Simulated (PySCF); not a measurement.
Molecule: SMILES FCF, CH$_{2}$F$_{2}$.

Atoms are numbered as in `[F:1][CH2:2][F:3]`. Hydrogens are named by the atom that carries them.

Spin–spin couplings on one PBE0-D3(BJ)/def2-SVP geometry, PySCF, gas phase, non-relativistic, equivalent pairs averaged; isotopes ¹³C, ¹H, ¹⁹F; basis pcJ-1.

Reference values (Hz): ¹J(C2,H(C2)) = 180.4 (measured; gas, zero-density limit; Jackowski, Slowinski, Molecules 2023, 28, 1499); ¹J(C2,F3) = -234.6 (measured; gas, zero-density limit; Jackowski, Slowinski, Molecules 2023, 28, 1499); ²J(F3,H(C2)) = 50.2 (measured; gas, zero-density limit; Jackowski, Slowinski, Molecules 2023, 28, 1499).

Question: How do the couplings (Hz) change with the functional? Times are CPU seconds on 1 thread of an Arm Neoverse V1, shared host.

Answer: 
```tsv
functional	functions	¹J(C2,H(C2))	¹J(C2,F3)	²J(F3,H(C2))	mean abs. error	core-s
HF	101	221.9	-179.3	67.2	37.9	1.4
LDA	101	140.9	-326.3	41.0	46.8	2.3
PBE	101	167.9	-337.6	51.6	39.0	3.4
KT2	101	180.5	-337.8	54.0	35.7	3.6
B3LYP	101	183.8	-308.3	57.1	28.0	3.1
PBE0	101	174.5	-301.5	54.8	25.8	3.3
B97-2	101	168.2	-295.0	48.9	24.7	3.2
BHandHLYP	101	197.8	-262.3	63.0	19.3	3.9
CAM-B3LYP	101	181.5	-293.0	56.3	21.9	4.2
```

Errors compare magnitudes, without vibrational corrections, and the largest couplings weigh most in the mean. Closest: BHandHLYP; furthest: LDA.
